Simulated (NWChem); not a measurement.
System: methane (CH₄); SMILES C

The following NWChem deck was run.

```
start job
memory heap 200 mb stack 900 mb global 1100 mb
geometry units angstroms noautoz
  C     -0.000000     0.000000    -0.000002
  H     -0.854020    -0.241787    -0.646521
  H      0.868943     0.254416    -0.621295
  H     -0.255660     0.855214     0.639562
  H      0.240735    -0.867844     0.628240
end
basis spherical
  * library def2-tzvpd
end
dft
  xc r2scan
  iterations 150
  mulliken
end
task dft energy
```

The geometry was optimised at PBE0/def2-SVP.

Give the results of this calculation. (r2SCAN/def2-TZVPD.) Quantities: energy (Ha); highest occupied level (eV); orbital gap (eV).

The energy (Ha) is -40.50 and the highest occupied level (eV) is -9.77. The orbital gap (eV) comes out as 10.72.
